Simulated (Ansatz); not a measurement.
**One arrangement of a pair**

The pair of H$_{2}$S (SMILES S, atoms 1–3) and HCN (SMILES C#N, atoms 4–6), both closed shells, in one local arrangement (a lower one may exist), relaxed at PBE0-D4/def2-TZVP:

S1  (0.071, -0.449, -2.593)
H2  (0.038, 0.876, -2.799)
H3  (0.038, -0.301, -1.257)
C4  (-0.050, -0.042, 2.242)
N5  (-0.022, -0.054, 1.097)
H6  (-0.076, -0.031, 3.310)
(Å)

Program: Ansatz 0.2.0. Basis: def2-TZVPPD, with def2-QZVPPD for the basis limit. Cores are frozen in the correlated methods. B3LYP uses VWN-RPA correlation. Extrapolation: Hartree–Fock as exp(−7.88 √X), correlation as X^−2.97. Interaction energies count from these two fragments, frozen as in the pair, with the counterpoise correction; negative means bound.

Task: What is the interaction energy by CCSD(T) at an estimated basis limit (MP2 extrapolated from triple and quadruple zeta, plus CCSD(T) − MP2 in triple zeta)? (To be estimated.)

Result: Computed: -9.1 kJ/mol. Hartree–Fock alone gives -3.5 kJ/mol at the basis limit. It counts from the two fragments frozen as in the pair.

The same quantity by other methods in triple zeta, and each one's difference from that estimate:
```csv
method,E_int (kJ/mol),difference
PBE-D4,-10.4,-1.3
revPBE-D4,-8.6,0.5
BLYP-D4,-8.5,0.6
r2SCAN-D4,-8.3,0.8
B97M-V,-9.0,0.1
PBE0-D4,-9.9,-0.8
B3LYP-D4,-9.1,0.0
HSE06-D4,-10.0,-0.8
wB97X-V,-8.9,0.2
wB97M-V,-8.4,0.7
B2PLYP,-7.6,1.5
HF,-3.6,5.5
MP2,-9.7,-0.5
CCSD,-7.5,1.6
CCSD(T),-8.4,0.7
```
Differences are method less estimate.

Task: Which atoms make the shortest contact between the fragments?

Result: H3 and N5, 2.37 Å apart.

Basis-set superposition shift (counterpoise-corrected less uncorrected): CCSD(T) 1.5; MP2 1.5; HF 0.1; PBE0-D4 0.3; wB97M-V 0.3 kJ/mol.

T1 diagnostic: at most 0.015.

For scale, one of the runs: CCSD(T)/def2-TZVPPD, 176 basis functions, launched by `ansatz run in.yaml --threads 2 --pin off --events-out ev --progress --plain --max-ram 5222MiB`. The run took 24 s on 2 CPU threads of an Arm Neoverse V1 (shared host), with 1.5 GiB of host memory at its peak.
